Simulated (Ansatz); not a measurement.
bcc Mo was calculated with PBE-D3(BJ) (Ansatz, a quantum-chemistry and plane-wave program, plane waves, PAW).

Run with plane-wave cutoff 520 eV, 28×28×28 k mesh, Fermi–Dirac smearing 0.086 eV (set by the program), no spin polarisation, scalar-relativistic PAW data made under PBE.

Computed at the level's own relaxed cell.

```
Mo
1.0
   -1.56525     1.56525     1.56525
    1.56525    -1.56525     1.56525
    1.56525     1.56525    -1.56525
Mo
1
Cartesian
  0.00000   0.00000   0.00000
```

Problem. Give the elastic tensor (Voigt notation, GPa, ions relaxed, in the Cartesian axes of the cell as printed).

Solution. 
```
  487.1   170.8   170.8     0.0     0.0     0.0
  170.8   487.1   170.8     0.0     0.0     0.0
  170.8   170.8   487.1     0.0     0.0     0.0
    0.0     0.0     0.0   108.9     0.0     0.0
    0.0     0.0     0.0     0.0   108.9     0.0
    0.0     0.0     0.0     0.0     0.0   108.9
```

Measured, for comparison: elastic constant C11 478 GPa, elastic constant C12 160 GPa, elastic constant C44 112 GPa (0 K, 300 K values taken to 0 K by the source's computed thermal shift; zero-point effects included; as tabulated in Gong and Corso (2024), arXiv:2406.16634). Computed (rounded) less measured: elastic constant C11 +2 %, elastic constant C12 +7 %, elastic constant C44 -3 %.

Note: the dispersion coefficients are held fixed in the derivatives; shear constants of such metals converge slowly with the k mesh.

Static lattice: no zero-point or thermal effects.
